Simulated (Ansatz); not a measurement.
# CSi2: the cost of one run

Method: cc-pVTZ, core rule «outside noble gas», up to 11 orbitals frozen; program: Ansatz 0.2.0, Gaussian basis.

To be run: UHF; CCSD(T) on ROHF; CCSD(T) on UHF; BCCD(T) on ROHF; CCSDT(Q) on ROHF; CCSDT(Q) on UHF; CASSCF and NEVPT2, 11 electrons in 12 orbitals.

3 further runs of the same task are left out: 3 set aside as unsound or not needed.

### Step 1. The system

The geometry is a PBE0/def2-TZVP stationary point (not a proven minimum) of the parent state, kept for this charge and spin.

3 atoms, charge 1, spin multiplicity 2.

Atoms are counted from 1 here; the program's logs count them from 0.

Bond lengths: Si1–C2 1.686 Å, C2–Si3 1.686 Å. Angles: Si1–C2–Si3 180.0°.

Coordinates:

```xyz
3
CSi2
Si    0.0000    0.0000    1.6856
C     0.0000    0.0000    0.0000
Si    0.0000    0.0000   -1.6856
```

### Step 2. UHF

File in.yaml:

```yaml
crystal:
  periodic: [false, false, false]
  atoms:
    - {symbol: Si, position_ang: [0.000000, 0.000000, 1.685600]}
    - {symbol: C, position_ang: [0.000000, 0.000000, 0.000000]}
    - {symbol: Si, position_ang: [0.000000, 0.000000, -1.685600]}
basis:
  gaussian: {orbitals: cc-pVTZ}
total_charge: 1
magnetization: {spin_polarized: true, initial_magnetization: 1}
hamiltonian: {xc: hf}
output: {orbitals: {seedname: orbitals}}
```

On the command line:

```console
> ansatz run in.yaml --threads 1 --pin off --events-out ev --progress --plain --max-ram 4096MiB --backend cpu
```

Q: Estimate wall time and peak memory on 1 thread of AMD EPYC 7R13, shared host.

About 10 s, with a peak of 0.28 GiB.
